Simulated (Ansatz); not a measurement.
# One shape, several levels: CH4BO (SMILES [BH]OC)

We compute a comparison of 6 runs (UHF/STO-3G, UHF/3-21G, UB3LYP/6-31G*, UPBE0/def2-TZVP, UCCSD/def2-TZVP, UCCSD(T)/def2-TZVP) of CH4BO. 

Program for the calculation: Ansatz 0.2.0.

34 further runs of the same task are left out: 34 set aside as unsound or not needed.

### 1 The molecule

CH4BO: 7 atoms, total charge 0, spin state doublet. SMILES: `[BH]OC`. One bond was lengthened or shortened from a relaxed shape.

Bond lengths: B1–O2 1.320 Å, O2–C3 1.426 Å, B1–H4 1.207 Å, C3–H5 1.093 Å, C3–H6 1.090 Å, C3–H7 1.254 Å. Angles: B1–O2–C3 124.1°, O2–B1–H4 124.7°, O2–C3–H5 110.9°, O2–C3–H6 108.4°, O2–C3–H7 108.4°, H5–C3–H6 109.9°, H5–C3–H7 109.9°, H6–C3–H7 109.2°.

### 2 The energy at UHF/STO-3G (run 1)

The input, in.yaml:

```yaml
crystal:
  periodic: [false, false, false]
  atoms:
    - {symbol: B, position_ang: [-1.469133, -0.960978, -0.158152]}
    - {symbol: O, position_ang: [-0.421933, -0.642378, 0.579248]}
    - {symbol: C, position_ang: [0.492667, 0.403322, 0.258648]}
    - {symbol: H, position_ang: [-1.778033, -0.409478, -1.186852]}
    - {symbol: H, position_ang: [0.208267, 0.898722, -0.672852]}
    - {symbol: H, position_ang: [0.493467, 1.124022, 1.077048]}
    - {symbol: H, position_ang: [1.638900, -0.092800, 0.145600]}
basis:
  gaussian: {orbitals: STO-3G}
magnetization: {spin_polarized: true, initial_magnetization: 1}
hamiltonian: {xc: hf}
accuracy: high
output: {orbitals: {seedname: orbitals}}
```

Command:

```console
$ ansatz run in.yaml --threads 1 --pin off --max-ram 3480MiB --events-out events.jsonl --progress --plain --runs-dir runs
```

Output:

```text
Warning: RAYON_NUM_THREADS=1 ignored (pool sized by the plan → 1); use --threads N
Functional definition: HF
  name "HF"
  exchange = exact_x
  correlation = 0
348 factors; integrals over basis functions are off by at most 4.7e-8 eV
mean field evaluation 1: about -3750.1230 eV, gradient 1.4e1 eV
mean field evaluation 2: about -3750.2554 eV, gradient 1.4e1 eV
mean field evaluation 4: about -3752.0457 eV, gradient 2.0e0 eV
mean field evaluation 8: about -3752.1234 eV, gradient 2.2e-3 eV
mean field -3752.12190219 eV, -137.8879366259 hartree, gradient 2.9e-8 eV, S^2 0.758580; 0 other end points of the search recorded, 0 dependent functions left out
reference -3752.12190219 eV, -137.8879366259 hartree; 12, 11 occupied and 7, 8 virtual orbitals, 348 factors
Total energy: -3752.12190219 eV, -137.8879366259 hartree
```

Wall time 0.14 s (1 thread of Arm Neoverse V1, shared host).

### 3 A single-point energy at UHF/3-21G (run 2)

in.yaml: that of step 2 with these lines changed.

```diff
@@ -11,5 +11,9 @@
 basis:
-  gaussian: {orbitals: STO-3G}
-magnetization: {spin_polarized: true, initial_magnetization: 1}
-hamiltonian: {xc: hf}
+  gaussian:
+    orbitals: 3-21G.json
+magnetization:
+  spin_polarized: true
+  initial_magnetization: 1
+hamiltonian:
+  xc: hf
 accuracy: high
```

The basis set 3-21G is read from a file made from the Basis Set Exchange's data (not shown).

Command:

```console
$ ansatz run in.yaml --threads 1 --pin off --max-ram 3480MiB --events-out events.jsonl --progress --plain --runs-dir runs
```

Output:

```text
Warning: RAYON_NUM_THREADS=1 ignored (pool sized by the plan → 1); use --threads N
Functional definition: HF
  name "HF"
  exchange = exact_x
  correlation = 0
792 factors; integrals over basis functions are off by at most 3.4e-9 eV
mean field evaluation 1: about -3778.2304 eV, gradient 1.6e1 eV
mean field evaluation 2: about -3778.4920 eV, gradient 1.6e1 eV
mean field evaluation 4: about -3780.0530 eV, gradient 2.4e0 eV
mean field evaluation 8: about -3780.1332 eV, gradient 3.4e-1 eV
mean field evaluation 16: about -3780.1364 eV, gradient 1.3e-5 eV
mean field -3780.13637423 eV, -138.9174494845 hartree, gradient 2.8e-8 eV, S^2 0.754172; 0 other end points of the search recorded, 0 dependent functions left out
reference -3780.13637423 eV, -138.9174494845 hartree; 12, 11 occupied and 23, 24 virtual orbitals, 792 factors
Total energy: -3780.13637423 eV, -138.9174494845 hartree
```

It took 0.3 s on 1 thread of Arm Neoverse V1, shared host.

Run 3 isn't shown in full; the table further down has it.

### 4 The energy at UPBE0/def2-TZVP (run 4)

The input, input.yaml:

```yaml
crystal:
  periodic: [false, false, false]
  atoms:
    - {symbol: B, position_ang: [-1.469133, -0.960978, -0.158152]}
    - {symbol: O, position_ang: [-0.421933, -0.642378, 0.579248]}
    - {symbol: C, position_ang: [0.492667, 0.403322, 0.258648]}
    - {symbol: H, position_ang: [-1.778033, -0.409478, -1.186852]}
    - {symbol: H, position_ang: [0.208267, 0.898722, -0.672852]}
    - {symbol: H, position_ang: [0.493467, 1.124022, 1.077048]}
    - {symbol: H, position_ang: [1.638900, -0.092800, 0.145600]}
basis:
  gaussian:
    orbitals: def2-TZVP
output: {orbitals: {seedname: orbitals}}
hamiltonian:
  xc: pbe0
magnetization:
  spin_polarized: true
  initial_magnetization: 1
accuracy: high
```

Command:

```console
$ ansatz run input.yaml --threads 1 --pin off --max-ram 3480MiB --events-out events.jsonl --progress --plain --runs-dir runs
```

Output:

```text
Warning: RAYON_NUM_THREADS=1 ignored (pool sized by the plan → 1); use --threads N
Functional definition: PBE0
  name "PBE0"
  parameter a = 0.25
  parameter kappa = 0.804
  parameter beta = 0.06672455060314922
  exchange = (1 - a)*pbe_x(kappa = kappa, mu = beta*pi^2/3) + a*exact_x
  correlation = pbe_c(beta = beta)
2147 factors; integrals over basis functions are off by at most 3.8e-9 eV
mean field evaluation 1: about -3816.4164 eV, gradient 3.2e1 eV
mean field evaluation 2: about -3810.2110 eV, gradient 5.2e1 eV
mean field evaluation 4: about -3820.5759 eV, gradient 2.4e0 eV
mean field evaluation 8: about -3820.6247 eV, gradient 1.1e-1 eV
mean field evaluation 16: about -3820.6249 eV, gradient 8.2e-5 eV
mean field -3820.62486734 eV, -140.4053741621 hartree, gradient 3.4e-8 eV, S^2 0.752772; 0 other end points of the search recorded, 0 dependent functions left out
reference -3820.62487010 eV, -140.4053742637 hartree; 12, 11 occupied and 105, 106 virtual orbitals, 2147 factors
Total energy: -3820.62487010 eV, -140.4053742637 hartree
```

Wall time 12 s (1 thread of Arm Neoverse V1, shared host); peak memory 0.41 GiB.

Run 5 isn't shown in full; the table further down has it.

### 5 A single-point energy at UCCSD(T)/def2-TZVP (run 6)

The input, run.yaml:

```yaml
crystal:
  periodic: [false, false, false]
  atoms:
    - {symbol: B, position_ang: [-1.469133, -0.960978, -0.158152]}
    - {symbol: O, position_ang: [-0.421933, -0.642378, 0.579248]}
    - {symbol: C, position_ang: [0.492667, 0.403322, 0.258648]}
    - {symbol: H, position_ang: [-1.778033, -0.409478, -1.186852]}
    - {symbol: H, position_ang: [0.208267, 0.898722, -0.672852]}
    - {symbol: H, position_ang: [0.493467, 1.124022, 1.077048]}
    - {symbol: H, position_ang: [1.638900, -0.092800, 0.145600]}
basis:
  gaussian:
    orbitals: def2-TZVP
magnetization:
  spin_polarized: true
  initial_magnetization: 1
correlation:
  method: ccsd_t
  frozen_orbitals: {B: 1, C: 1, H: 0, O: 1}
accuracy: high
scf:
  omitted_lower_state_checks: [cluster_reference, increment]
```

Command:

```console
$ ansatz run run.yaml --threads 1 --pin off --max-ram 3480MiB --events-out events.jsonl --progress --plain --runs-dir runs
```

Output:

```text
Warning: RAYON_NUM_THREADS=1 ignored (pool sized by the plan → 1); use --threads N
[... 11 lines left out ...]
3 core orbitals not correlated: weight in the atoms' cores, before any rotation towards them, 1.000 or more for the frozen orbitals, at most 0.000 for the correlated occupied ones
[... 27 lines left out ...]
Total energy: -3817.09772178 eV, -140.2757539538 hartree
Checks for a lower state left out: cluster_reference, increment
```

Run time: 2 min. Hardware: 1 thread of Arm Neoverse V1, shared host; peak memory 2.5 GiB.

### 6 Overview of the runs

```csv
run,level,frozen core orbitals,energy (Eh),HOMO energy (eV),LUMO energy (eV),⟨S²⟩,wall time
1,UHF/STO-3G,–,-137.887937,-6.89,8.51,0.759,0.14 s
2,UHF/3-21G,–,-138.917449,-8.62,3.71,0.754,0.3 s
3,UB3LYP/6-31G* (spherical functions),–,-140.521235,-4.88,-0.76,0.752,5.7 s
4,UPBE0/def2-TZVP,–,-140.405374,-5.51,-0.90,0.753,12 s
5,UCCSD/def2-TZVP,3,-140.256963,–,–,0.754,83 s
6,UCCSD(T)/def2-TZVP,3,-140.275754,–,–,0.754,2 min
```

### 7 Outcome

| quantity | value |
| --- | --- |
| run 6: total energy | -140.27575 Eh |
| run 6: correlation energy (3 core orbitals frozen) | -525.7 mEh |
| run 6: (T) correction | -18.79 mEh |
| run 6: ⟨S²⟩ of the reference determinant | 0.754 |
| run 6: T1 diagnostic | 0.016 |

What this shows: Totals of different functionals can't be ranked against each other. In run 1 the basis is minimal, so the values are rough. All runs together took 3.7 min, the longest 2 min.
